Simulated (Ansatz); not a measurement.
A nudged elastic band was laid between two geometries of C2H5 (7 atoms, charge 0, multiplicity 2).

All numbers below come from UKS r2SCAN/def2-SVP in Ansatz.

| Property | Result |
| --- | --- |
| movable images | 9 |
| climbing image | yes |
| spring | 5.0 eV/Å² |
| optimiser | quadratic models (default) |
| start path | through a guess of the saddle point |
| force threshold | 0.05 eV/Å |
| iteration limit | 58 |
| end points | relaxed |

Image 0:

```xyz
7
Properties=species:S:1:pos:R:3
C -0.127 -0.852 0.084
C 0.095 0.603 -0.104
H -1.137 -1.269 0.117
H 0.701 -1.519 0.340
H 1.082 0.819 -0.544
H 0.059 1.158 0.857
H -0.674 1.060 -0.749
```

Image 10:

```xyz
7
Properties=species:S:1:pos:R:3
C -0.127 -0.853 0.083
C 0.095 0.603 -0.104
H 0.701 -1.519 0.342
H -1.137 -1.269 0.116
H 1.083 0.819 -0.544
H 0.058 1.158 0.857
H -0.673 1.060 -0.750
```

What changes between the two ends?

No bond is made or broken. The dihedral H4–C1–C2–H7 goes from 156 to -33°. The two ends are copies of one structure, up to a mirror image or an exchange of like atoms.

What energy profile does the band end with?

The run converged. The highest image is number 5 of 0 to 10, 0.003 eV above the ends, which have the same energy within 2 meV. The top lies less than 8 meV above the higher end, about what the thresholds resolve: that end is a shoulder or a very shallow well. A vibrational analysis at the climbing image gives one clearly imaginary mode, 118i cm⁻¹: a first-order saddle point.

| image | path coordinate (Å) | energy (eV) | dihedral H4–C1–C2–H7 (°) |
| --- | --- | --- | --- |
| 0 | 0.00 | 0.000 | 156 |
| 1 | 0.34 | 0.002 | 171 |
| 2 | 0.67 | 0.003 | -175 |
| 3 | 1.01 | 0.000 | -161 |
| 4 | 1.35 | 0.001 | -142 |
| 5 | 1.68 | 0.003 | -120 |
| 6 | 2.02 | 0.001 | -98 |
| 7 | 2.35 | 0.000 | -79 |
| 8 | 2.68 | 0.003 | -63 |
| 9 | 3.02 | 0.002 | -49 |
| 10 | 3.35 | 0.000 | -33 |

What is the geometry of the highest image?


```xyz
7
Properties=species:S:1:pos:R:3
C -0.128 -0.845 0.130
C 0.098 0.606 -0.082
H -0.577 -1.459 -0.656
H 0.139 -1.340 1.068
H 0.750 0.802 -0.956
H 0.564 1.089 0.790
H -0.846 1.147 -0.294
```

The run took 3.2 min on 1 thread of Arm Neoverse V1, on a shared host, peak memory 0.13 GiB.
